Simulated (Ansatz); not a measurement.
Results of G0W0@PBE (Ansatz, an electronic-structure program, hard PAW, contour deformation) for zinc-blende AlP.

The same calculation (at the measured cell, 20.380 Å³/atom) with different numerical settings; throughout: k mesh 2×2×2:

| run | response cutoff (eV) | empty bands | quasiparticle gap on the mesh (eV) | quasiparticle gap at Γ (eV) | rough time |
|---|---|---|---|---|---|
| 1 | 100 | 170 | 1.894 | 4.095 | 6 core-s |
| 2 | 150 | 312 | 1.984 | 4.126 | 10 core-s |
| 3 | 200 | 481 | 2.020 | 4.139 | 30 core-s |
| 4 | 250 | 672 | 2.038 | 4.147 | 100 core-s |
| 5 | 300 | 884 | 2.049 | 4.152 | 2 core-min |
| 6 | 400 | 1360 | 2.061 | 4.158 | 3 core-min |
| 7 | 500 | 1901 | 2.067 | 4.161 | 7 core-min |

In the column quasiparticle gap on the mesh (eV) the first row differs from the last by -0.173 and the next to last by -0.006.

The last row is no converged limit: other settings stay fixed.
